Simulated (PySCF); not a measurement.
CH3O, SMILES [O]C (connectivity only; charge and spin as stated), charge -1, multiplicity 1. Heavy atoms are numbered as in [CH3:1][O:2]. Hydrogens are named by the atom that carries them.

Coordinates come from a B3LYP-D3(BJ)/def2-TZVPD optimisation. The spin state was assumed, not searched. The isomer is the one that the SMILES or the coordinates give; other isomers of the formula were not compared.

All values below come from PBE/pcSseg-2 in PySCF.

GIAO shieldings, no solvent; atoms alike by connectivity are averaged. δ = σ(ref) − σ: ¹³C against TMS (σ = 181.4 ppm); ¹⁷O against H2O (σ = 327.5 ppm); ¹H against TMS (σ = 31.47 ppm), references at their B3LYP-D3(BJ)/def2-TZVP geometries, non-relativistic.

```tsv
nucleus	atoms	count	δ (ppm)
¹³C	C1 (CH3)	1	79.8
¹⁷O	O2	1	70.8
¹H	H on C1	3	7.49
```
